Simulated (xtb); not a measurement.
xtb input (GFN-FF):

```bash
xtb mol.xyz --gfnff --opt tight --chrg 0 --uhf 0
```
mol.xyz:
```
10

C     -0.00170870    -0.66567344     0.81387215
C     -0.00719668     0.66934088     0.81082855
C      0.00705435    -0.78630365    -0.69668354
C      0.00060264     0.78315033    -0.70026163
H     -0.00295721    -1.40814764     1.60151577
H     -0.01456410     1.41536330     1.59507864
H     -0.87601309    -1.24870475    -1.14280492
H      0.89873399    -1.24138698    -1.13309362
H      0.88851889     1.24355459    -1.13875886
H     -0.88622818     1.23623681    -1.14847016
```

Output:

```
           -------------------------------------------------
          |                Calculation Setup                |
           -------------------------------------------------

          ==================== Thresholds ====================
          CN  :   150.00000
          rep :   500.00000
          disp:  2500.00000
          HB1 :   250.00000
          HB2 :   450.00000

          Pauling EN used:
          Z : 1  EN :  2.20
          Z : 6  EN :  2.55
          electric field strengths (au): 0.000

           -------------------------------------------------
          |           Force Field Initialization            |
           -------------------------------------------------

          distances ...
          ----------------------------------------
          generating topology and atomic info file ...
          pair mat ...
          computing topology distances matrix with Floyd-Warshall algo ...
          making topology EEQ charges ...
          #fragments for EEQ constrain: 1
          ----------------------------------------
          generating topology and atomic info file ...
          pair mat ...
          computing topology distances matrix with Floyd-Warshall algo ...
          making topology EEQ charges ...
          #fragments for EEQ constrain: 1
          rings ...
          # BATM   44
          # H in HB   2
          doing iterative Hueckel for 1 subsystem(s) ...

  atom   neighbors  erfCN metchar sp-hybrid imet pi  qest     coordinates
    1  C       3    3.02   0.00         2    0    1  -0.041   -0.003229   -1.257940    1.537995
    2  C       3    3.02   0.00         2    0    1  -0.041   -0.013600    1.264871    1.532244
    3  C       4    3.66   0.00         3    0    0  -0.037    0.013331   -1.485899   -1.316541
    4  C       4    3.66   0.00         3    0    0  -0.037    0.001139    1.479940   -1.323303
    5  H       1    0.97   0.00         0    0    0   0.029   -0.005588   -2.661013    3.026426
    6  H       1    0.97   0.00         0    0    0   0.029   -0.027522    2.674649    3.014262
    7  H       1    0.97   0.00         0    0    0   0.024   -1.655425   -2.359710   -2.159588
    8  H       1    0.97   0.00         0    0    0   0.024    1.698361   -2.345881   -2.141237
    9  H       1    0.97   0.00         0    0    0   0.024    1.679057    2.349978   -2.151942
   10  H       1    0.97   0.00         0    0    0   0.024   -1.674729    2.336149   -2.170294

          #atoms :   10
          #bonds :   10
          #angl  :   18
          #tors  :   27
          #nmol  :   1
          #optfrag :   1
           -------------------------------------------------
          |                   G F N - F F                   |
          |          A general generic force-field          |
          |                  Version 1.0.3                  |
[...]
C           -0.00707119625818        0.66948129703937        0.78778987836911
C            0.00709333017051       -0.77471612363264       -0.71253811962209
C            0.00073535636160        0.77176167202528       -0.71593394568854
H           -0.00307076445238       -1.38441603061209        1.60438475802085
H           -0.01448337474489        1.39152571280062        1.59828970962141
H           -0.90156947444140       -1.24184716457771       -1.12492498996938
H            0.92403576347348       -1.23431968927613       -1.11493539731392
H            0.91389383734570        1.23668384634340       -1.12082469260823
H           -0.91174035492022        1.22915625131958       -1.13081444850570

 Bond Distances (Angstroems)
 ---------------------------
C1-C2=1.3354         C1-C3=1.5072         C1-H5=1.0855         C2-C1=1.3354         C2-C4=1.5072         C2-H6=1.0855
C3-C1=1.5072         C3-C4=1.5465         C3-H7=1.1018         C3-H8=1.1018         C4-C2=1.5072         C4-C3=1.5465
C4-H9=1.1018         C4-H10=1.1018        H5-C1=1.0855         H6-C2=1.0855         H7-C3=1.1018         H8-C3=1.1018
H9-C4=1.1018         H10-C4=1.1018
 C  H  Rav=1.0964 sigma=0.0077  Rmin=1.0855  Rmax=1.1018     6
 C  C  Rav=1.4741 sigma=0.0817  Rmin=1.3354  Rmax=1.5465     4

 selected bond angles (degree)
 --------------------
C3-C1-C2= 94.02                H5-C1-C2=131.57                H5-C1-C3=134.41                C4-C2-C1= 94.02
H6-C2-C1=131.57                H6-C2-C4=134.41                C4-C3-C1= 85.98                H7-C3-C1=113.53
H7-C3-C4=114.82                H8-C3-C1=113.53                H8-C3-C4=114.82                H8-C3-H7=111.89
C3-C4-C2= 85.98                H9-C4-C2=113.55                H9-C4-C3=114.79                H10-C4-C2=113.55
H10-C4-C3=114.79               H10-C4-H9=111.89

 selected dihedral angles (degree)
 ---------------------------------
C4-C2-C1-C3=  0.00            C4-C2-C1-H5=180.00            H6-C2-C1-C3=180.00            H6-C2-C1-H5=  0.00
C4-C3-C1-C2=  0.00            C4-C3-C1-H5=180.00            H7-C3-C1-C2=244.64            H7-C3-C1-H5= 64.64
H8-C3-C1-C2=115.36            H8-C3-C1-H5=295.36            C3-C4-C2-C1=  0.00            C3-C4-C2-H6=180.00
H9-C4-C2-C1=244.66            H9-C4-C2-H6= 64.66            H10-C4-C2-C1=115.34           H10-C4-C2-H6=295.34
C2-C4-C3-C1=  0.00            C2-C4-C3-H7=114.10            C2-C4-C3-H8=245.90            H9-C4-C3-C1=114.13
H9-C4-C3-H7=228.23            H9-C4-C3-H8=  0.02            H10-C4-C3-C1=245.87           H10-C4-C3-H7=359.98
H10-C4-C3-H8=131.77
           -------------------------------------------------
          |                Final Singlepoint                |
           -------------------------------------------------
         :::::::::::::::::::::::::::::::::::::::::::::::::::::
         ::                     SUMMARY                     ::
         :::::::::::::::::::::::::::::::::::::::::::::::::::::
         :: total energy              -1.687912657733 Eh    ::
         :: gradient norm              0.000093045840 Eh/a0 ::
         ::.................................................::
         :: bond energy               -1.821089745387 Eh    ::
         :: angle energy               0.016592870022 Eh    ::
         :: torsion energy             0.007185852120 Eh    ::
         :: repulsion energy           0.116117174181 Eh    ::
         :: electrostat energy        -0.003017726715 Eh    ::
         :: dispersion energy         -0.003759042492 Eh    ::
         :: HB energy                  0.000000000000 Eh    ::
         :: XB energy                  0.000000000000 Eh    ::
         :: bonded atm energy          0.000057960538 Eh    ::
         :: external energy            0.000000000000 Eh    ::
         :: add. restraining           0.000000000000 Eh    ::
         :: total charge               0.000000000000 e     ::
         :::::::::::::::::::::::::::::::::::::::::::::::::::::

           -------------------------------------------------
          |                Property Printout                |
           -------------------------------------------------

molecular dipole:
                 x           y           z       tot (Debye)
 q only:        0.000      -0.000      -0.052       0.132
           -------------------------------------------------
          |                Geometry Summary                 |
           -------------------------------------------------

      molecular mass/u    :       54.0905881
   center of mass at/Å    :       -0.0000512       0.0000836       0.0093015
  moments of inertia/u·Å² :        0.3846927E+02   0.4082674E+02   0.7257698E+02
Note: The following floating-point exceptions are signalling: IEEE_UNDERFLOW_FLAG IEEE_DENORMAL
normal termination of xtb
rotational constants/cm⁻¹ :        0.4382104E+00   0.4129066E+00   0.2322724E+00

 * 10 selected distances

     #   Z          #   Z                                           value/Å
     1   6 C        2   6 C                                       1.3353763
     1   6 C        3   6 C                                       1.5072275
     2   6 C        4   6 C                                       1.5072186
     3   6 C        4   6 C                                       1.5464947 (max)
     1   6 C        5   1 H                                       1.0855094
     2   6 C        6   1 H                                       1.0855014 (min)
     3   6 C        7   1 H                                       1.1017907
     3   6 C        8   1 H                                       1.1017907
     4   6 C        9   1 H                                       1.1017930
     4   6 C       10   1 H                                       1.1017930

 * 2 distinct bonds (by element types)

   Z      Z             #   av. dist./Å        max./Å        min./Å
   1 H    6 C           6     1.0963630     1.1017930     1.0855014
   6 C    6 C           4     1.4740793     1.5464947     1.3353763

optimized geometry written to: xtbopt.xyz

           -------------------------------------------------
          | TOTAL ENERGY               -1.687912657733 Eh   |
          | GRADIENT NORM               0.000093045840 Eh/α |
           -------------------------------------------------
########################################################################
[WARNING] Runtime exception occurred
-1- gfnff_setup: Could not read topology file.
########################################################################

------------------------------------------------------------------------
------------------------------------------------------------------------
 total:
 SCF:
 ANC optimizer:
```
